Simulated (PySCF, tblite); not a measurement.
**C₅H₆O− (doublet): geometry, infrared bands and EPR parameters**

Aim: predict the infrared bands and EPR parameters of C₅H₆O− (doublet) (`C=CC/C=[C]\[O-]`).

The runs use tblite 0.8.0 and PySCF 2.14.0, with density-fitted response routines of our own; the level of theory stands in each step. All values are computed, except where a source is named. Atoms count from 0, in the outputs and in this text.

## (1) The starting structure

12 atoms, charge -1, multiplicity 2; geometry from: force field or distance geometry start.

Bonds of the start (Å): C0–C1 1.31, C1–C2 1.51, C2–C3 1.48, C3–C4 1.34, C4–O5 1.40, C0–H6 1.10, C0–H7 1.07, C1–H8 1.08, C2–H9 1.11, C2–H10 1.10, C3–H11 1.11.

## (2) Optimising the geometry with GFN2-xTB

The job: settings as JSON, then the geometry in Å.

```
{"job": {"kind": "relax", "xc": "GFN2-xTB", "basis": "xTB"}, "charge": -1, "multiplicity": 2}
C     -1.518300    -0.002200    -0.774800
C     -1.067700     0.709600     0.233500
C      0.295600     0.508400     0.847300
C      0.977700    -0.571300     0.100800
C      2.235400    -0.359600    -0.301600
O      2.820600    -1.423900    -0.994000
H     -2.528500     0.238200    -1.128300
H     -0.978700    -0.780800    -1.273400
H     -1.687500     1.472100     0.679200
H      0.140800     0.280800     1.924500
H      0.820700     1.476100     0.755700
H      0.491100    -1.548100    -0.094900
```

On the command line:

```console
$ OMP_NUM_THREADS=1 python probes_run.py task.json out
```

One launch serves the whole session: the jobs run in the order shown.

**Question.** This job is followed by: GFN2-xTB harmonic vibrations, gas phase; UKS B3LYP, pcH-1 on C H O, non-relativistic, mean-field spin-orbit, GIAO. What will the session give for the following? strongest single infrared mode (GFN2-xTB); zero-point energy (GFN2-xTB); g(iso) (B3LYP); ⟨S²⟩; largest a(iso) (averaged by class).

**Answer**, as computed:

| quantity | value |
| --- | --- |
| strongest single infrared mode (GFN2-xTB) | 2006 cm⁻¹, 1144 km/mol |
| zero-point energy (GFN2-xTB) | 55.6 kcal/mol |
| g(iso) (B3LYP) | 2.00220 |
| ⟨S²⟩ | 0.756 (exact 0.75) |
| largest a(iso) (averaged by class) | 13C on C4, 126.6 MHz |

The optimisation took 139 steps and gained 1.426 eV; among the close pairs (by a distance rule), C4–O5 changed most, from 1.398 to 1.234 Å. All 30 modes are real, so the xTB geometry is a minimum. The strongest single mode, at 2006 cm⁻¹, moves mainly C4. GFN2-xTB is a fitted tight-binding method: band positions and strengths are rough. Its intensities can rank the bands wrongly. The largest share of the spin, 0.54 e, sits on C4. The isotropic g lies 0.1 ppt below the free-electron value. The records flag this anion as possibly unbound in the gas phase, so the basis may hold the extra electron. The conformer search found further structures of the same energy, which may be mirror or relabelled copies of this one.
